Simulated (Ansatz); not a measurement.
# H2O (triplet): the correlation ladder at distance H1–H2 along a hydrogen transfer = 1.259 Å, 6-31G

How much of the correlation energy of H2O (triplet) does each wave-function method recover here?

Method: 6-31G, core rule «outside noble gas», up to 1 orbitals frozen; program: Ansatz 0.2.0, Gaussian basis.

To be run: UHF; CCSD(T) on ROHF; CCSD(T) on UHF; BCCD(T) on ROHF; CISD; CCSDT(Q) on ROHF; CCSDT(Q) on UHF; CISDTQ; CCSDTQ on ROHF; CCSDTQ on UHF; CASSCF and MRCISD+Q, 4 electrons in 4 orbitals; CASSCF and NEVPT2, 4 electrons in 4 orbitals; CASSCF and MRCISD+Q, 8 electrons in 6 orbitals; CASSCF and NEVPT4(SD), 8 electrons in 6 orbitals; CASSCF and NEVPT2, 8 electrons in 6 orbitals; Full CI.

4 further runs of the same task are left out: 4 that didn't finish.

## 1. The geometry

The geometry derives from fragments relaxed apart (PBE0/def2-TZVP) and kept rigid, so it is no stationary point. A hydrogen atom is moved between rigid fragments.

3 atoms, charge 0, spin multiplicity 3.

Atoms are counted from 1 here; the program's logs count them from 0.

Bond lengths: H2–O3 0.990 Å.

As a file:

```xyz
3

H     0.0000    0.0000   -1.1693
H     0.0000    0.0000    0.0897
O     0.0000    0.0000    1.0797
```

## 2. UHF

Input file in.yaml:

```yaml
crystal:
  periodic: [false, false, false]
  atoms:
    - {symbol: H, position_ang: [0.000000, 0.000000, -1.169333]}
    - {symbol: H, position_ang: [0.000000, 0.000000, 0.089667]}
    - {symbol: O, position_ang: [0.000000, 0.000000, 1.079667]}
basis:
  gaussian: {orbitals: 6-31G}
magnetization: {spin_polarized: true, initial_magnetization: 2}
hamiltonian: {xc: hf}
output: {orbitals: {seedname: orbitals}}
```

Launch:

```bash
> ansatz run in.yaml --threads 1 --pin off --events-out ev --progress --plain --max-ram 2393MiB
```

Further steps of the session: CCSD(T) on ROHF; CCSD(T) on UHF; BCCD(T) on ROHF; CISD; CCSDT(Q) on ROHF; CCSDT(Q) on UHF; CISDTQ; CCSDTQ on ROHF; CCSDTQ on UHF; CASSCF and MRCISD+Q, 4 electrons in 4 orbitals; CASSCF and NEVPT2, 4 electrons in 4 orbitals; CASSCF and MRCISD+Q, 8 electrons in 6 orbitals; CASSCF and NEVPT4(SD), 8 electrons in 6 orbitals; CASSCF and NEVPT2, 8 electrons in 6 orbitals; Full CI.

Before running them: what should the planned runs give, taken together? Wanted: FCI below the RHF energy; RMP2 from FCI; UMP2 from FCI; RCCSD from FCI; RCCSD(T) from FCI; UCCSD(T) from FCI; RCCSDT(Q) from FCI; UCCSDT(Q) from FCI; NEVPT2 pair from FCI.

The runs gave:

| quantity | value |
| --- | --- |
| FCI below the RHF energy | -2.8563 eV |
| RMP2 from FCI | +32.1 kJ/mol |
| UMP2 from FCI | +30.6 kJ/mol |
| RCCSD from FCI | +2.7 kJ/mol |
| RCCSD(T) from FCI | +1.0 kJ/mol |
| UCCSD(T) from FCI | +0.9 kJ/mol |
| RCCSDT(Q) from FCI | 0.0 kJ/mol |
| UCCSDT(Q) from FCI | 0.0 kJ/mol |
| NEVPT2 pair from FCI | +20.1 kJ/mol |
| MRCISD+Q pair from FCI | +2.5 kJ/mol |
| NEVPT2 valence from FCI | +35.5 kJ/mol |
| levels within 1 kcal/mol (43 meV) | RCCSD, UCCSD, RCCSD(T), UCCSD(T), BCCD(T), RCCSDT, UCCSDT, CISDTQ, RCCSDT(Q), UCCSDT(Q), RCCSDTQ, UCCSDTQ, MRCISD+Q pair, MRCISD+Q valence |
| T1 diagnostic | 0.020 |
| effectively unpaired electrons | 2.01 |

In words: RCCSD(T) misses by +1.0 kJ/mol, 0.4 % of the correlation energy. One determinant dominates. Of the multireference levels listed MRCISD+Q valence comes nearest in total energy (+2.2 kJ/mol), which doesn't show that its space is the better one. These misses are within one basis, not against nature; the frozen cores of restricted and unrestricted runs differ, which can shift their rows.
